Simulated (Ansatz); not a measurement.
# Nb3Cl: from a trial structure to a relaxed crystal

Level of theory: DFT PBE, scalar-relativistic, plane waves, PAW (Ansatz). Cutoff 420 eV, Γ-centred k mesh, Gaussian smearing, no spin polarisation in the final step.

The start puts Nb3Cl on the Ni3Sn (D0_19) structure type (P6_3/mmc, No. 194), with Cl in place of Sn, Nb in place of Ni, at a guessed volume.

```
CELL_PARAMETERS angstrom
5.98578 0.00000 0.00000
-2.99289 5.18384 0.00000
0.00000 0.00000 4.80451
ATOMIC_POSITIONS crystal
Nb 0.83300 0.66600 0.25000
Nb 0.16700 0.83300 0.75000
Nb 0.33400 0.16700 0.25000
Nb 0.16700 0.33400 0.75000
Nb 0.83300 0.16700 0.25000
Nb 0.66600 0.83300 0.75000
Cl 0.33333 0.66667 0.25000
Cl 0.66667 0.33333 0.75000
```

Cell and atoms relax at zero pressure; the relaxation can't lower the symmetry of the start. After a coarse first stage the cell is made exact in the group found at 0.06 Å.

Formation energies are uncorrected and refer to the elements' standard structures at the same level (Cl₂ as a molecule).

(1) What does it relax into?

(2) What are its volume, energy, density and gap?

## Answers

(1) It keeps P6_3/mmc (No. 194). The result has the Ni3Sn (D0_19) structure. Conventional cell: a = 5.910 Å, c = 4.877 Å. Nb is coordinated by 6 Nb at 2.75–2.91 Å, 4 Cl at 2.96–3.05 Å and 2 Nb at 3.16 Å; Cl has 12 Nb at 2.96–3.05 Å.

Space group P6_3/mmc (No. 194). a = 5.910 Å, b = 5.910 Å, c = 4.877 Å, α = 90.00°, β = 90.00°, γ = 120.00°
| atom | site | symmetry | x | y | z |
| --- | --- | --- | --- | --- | --- |
| Nb | 6h | mm2 | 0.8451 | 0.6902 | 0.2500 |
| Cl | 2c | -6m2 | 0.3333 | 0.6667 | 0.2500 |

(2) The volume per atom is 18.44 Å³ and the density is 7.07 g/cm³. The energy over the elements is 0.51 eV/atom and the gap on the 6×6×8 mesh is 0 eV (a metal).

The final run used a 6×6×8 mesh on its 8-atom cell and 0.10 eV smearing. The k mesh leaves about 4 meV/atom of noise in metals. Symmetry constrained the relaxation, so the result can be a saddle point. The steps took of the order of 3 core-minutes in all.